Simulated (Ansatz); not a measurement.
**Two structures, one formula**

Two isomers of CHBCl, doublet, relaxed at PBE0-D4/def2-TZVP (vibrations not checked).

A:

B1  (-0.265, -0.700, 1.032)
C2  (0.328, -1.514, 2.084)
Cl3  (-0.944, 0.236, -0.177)
H4  (0.490, 2.028, -2.946)
(Å)

B:

```xyz
4
angstrom
C -0.4679 0.5472 -0.4083
B 0.2943 -0.3441 0.2563
Cl 1.2462 -1.4569 1.0858
H -1.0726 1.2538 -0.9338
```

Program: Ansatz 0.2.0. Basis: def2-TZVPP. Cores are frozen in the correlated methods; orbitals are unrestricted. B3LYP uses VWN-RPA correlation.

(1) Which structure is lower at CCSD(T), and by how much? (Judge from chemistry; the value comes from the calculation.)

No T1 diagnostic of these runs exceeds 0.017. ⟨S²⟩ of the unrestricted Hartree–Fock references: 0.77 to 1.76 (a pure state has 0.75). The unrestricted reference is spin-contaminated, which hurts MP2 most.

Results:

(1) By the calculation: B, by 114.97 kcal/mol (electronic energy, against the other). By their contacts, A is a complex of CBCl + H and B is CHBCl ([CH][B][Cl]).

All methods give the same order:

```json
{"method": "PBE-D4", "E(B) − E(A) (kcal/mol)": "-114.35"}
{"method": "r2SCAN-D4", "E(B) − E(A) (kcal/mol)": "-115.54"}
{"method": "PBE0-D4", "E(B) − E(A) (kcal/mol)": "-114.78"}
{"method": "B3LYP-D4", "E(B) − E(A) (kcal/mol)": "-116.46"}
{"method": "wB97M-V", "E(B) − E(A) (kcal/mol)": "-114.89"}
{"method": "HF", "E(B) − E(A) (kcal/mol)": "-91.18"}
{"method": "MP2", "E(B) − E(A) (kcal/mol)": "-116.22"}
{"method": "CCSD", "E(B) − E(A) (kcal/mol)": "-114.25"}
{"method": "CCSD(T)", "E(B) − E(A) (kcal/mol)": "-114.97"}
```

Labels in which every atom is bracketed show which atoms are joined, not bond orders.
